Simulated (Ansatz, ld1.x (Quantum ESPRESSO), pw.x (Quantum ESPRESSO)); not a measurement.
# Equation-of-state test of one TM potential (Sc (Z = 21))

scandium (Sc), norm-conserving Troullier–Martins (Kleinman–Bylander form), made with ld1.x (Quantum ESPRESSO) 7.5 (LDA (PW92), scalar-relativistic). Core [Ar], reference 3d1 4s2 4p0. Waves: 4p (bound, empty): rc 3.85 bohr; 3d (bound): rc 1.35 bohr; 4s (bound): rc 2.65 bohr. Local part: the s channel. Core correction: a·sin(br)/r model core inside 0.85 bohr.

Atomic tests: cutoffs needed: 80 Ry and 100 Ry (the cutoffs (Ry, on a coarse ladder) from which the occupation-weighted sum of valence levels, in a spherical-Bessel basis at the reference potential, stays within 10 and 1 mRy of its value at 400 Ry); ghost test: no extra level below or beside the all-electron valence levels (p, d, s, f tested) (spherical-Bessel basis up to 400 Ry, 20 bohr box); configuration tests: 8 of 9 tests not solved or not reliable.

Crystal test: fcc Sc in pw.x 7.5, no spin, 13³ k-points, Fermi–Dirac smearing 0.01 Ry, cutoffs 120/480 Ry. The lattice is a test structure that the element need not adopt, and mesh and smearing are coarse.

pw.x input:

```
&control
  calculation='scf', prefix='x', pseudo_dir='./', outdir='./tmp', tstress=.true., disk_io='none'
/
&system
  ibrav=0, nat=1, ntyp=1, ecutwfc=120, ecutrho=480, nbnd=8,
  occupations='smearing', smearing='fd', degauss=0.01
/
&electrons
  conv_thr=1e-09, mixing_beta=0.4, electron_maxstep=70
/
ATOMIC_SPECIES
Sc 1.0 Sc.UPF
CELL_PARAMETERS angstrom
  0.00000000 2.24252665 2.24252665
  2.24252665 0.00000000 2.24252665
  2.24252665 2.24252665 0.00000000
ATOMIC_POSITIONS crystal
Sc 0.0000 0.0000 0.0000
K_POINTS automatic
13 13 13 0 0 0
```

```bash
pw.x < Sc.scf.in > Sc.scf.out
```

Question: How does the run end?

Answer: It converges; the pressure is 4.07 GPa against 0.00 GPa from all-electron LAPW. The largest radius (3.85 bohr) exceeds half the bond length (3.00 bohr), so the spheres overlap, which is one possible source of error among others. This is a poor potential for the solid. Atomic configuration tests: 8 of 9 tests not solved or not reliable. The log shows:

```
     using ibrav=0 with symmetry is DISCOURAGED, use correct ibrav instead
     lattice parameter (alat)  =       5.9931  a.u.
     unit-cell volume          =     152.2087 (a.u.)^3
     number of electrons       =         3.00
     number of Kohn-Sham states=            8
     kinetic-energy cutoff     =     120.0000  Ry
     charge density cutoff     =     480.0000  Ry
     scf convergence threshold =      1.0E-09
     Exchange-correlation= PW
     number of k points=    84  Fermi-Dirac smearing, width (Ry)=  0.0100
     iteration #  1     ecut=   120.00 Ry     beta= 0.40
     total energy              =     -15.56417446 Ry
     estimated scf accuracy    <       0.00317668 Ry
     iteration #  2     ecut=   120.00 Ry     beta= 0.40
     total energy              =     -15.56424742 Ry
     estimated scf accuracy    <       0.00057545 Ry
     iteration #  3     ecut=   120.00 Ry     beta= 0.40
     total energy              =     -15.56429208 Ry
     estimated scf accuracy    <       0.00004335 Ry
     iteration #  4     ecut=   120.00 Ry     beta= 0.40
     total energy              =     -15.56429576 Ry
     estimated scf accuracy    <       0.00000081 Ry
     iteration #  5     ecut=   120.00 Ry     beta= 0.40
     total energy              =     -15.56429604 Ry
     estimated scf accuracy    <       0.00000080 Ry
     iteration #  6     ecut=   120.00 Ry     beta= 0.40
     the Fermi energy is     5.5850 ev
!    total energy              =     -15.56429619 Ry
     estimated scf accuracy    <          5.8E-10 Ry
     smearing contrib. (-TS)   =      -0.00778381 Ry
     The total energy is F=E-TS. E is the sum of the following terms:
     one-electron contribution =       3.52904588 Ry
     hartree contribution      =       0.04354263 Ry
     xc contribution           =     -14.26052091 Ry
     ewald contribution        =      -4.86857998 Ry
     convergence has been achieved in   6 iterations
          total   stress  (Ry/bohr**3)                   (kbar)     P=       40.73
     Message from routine punch:
     Nothing written, as per user request (disk_io='none')
```
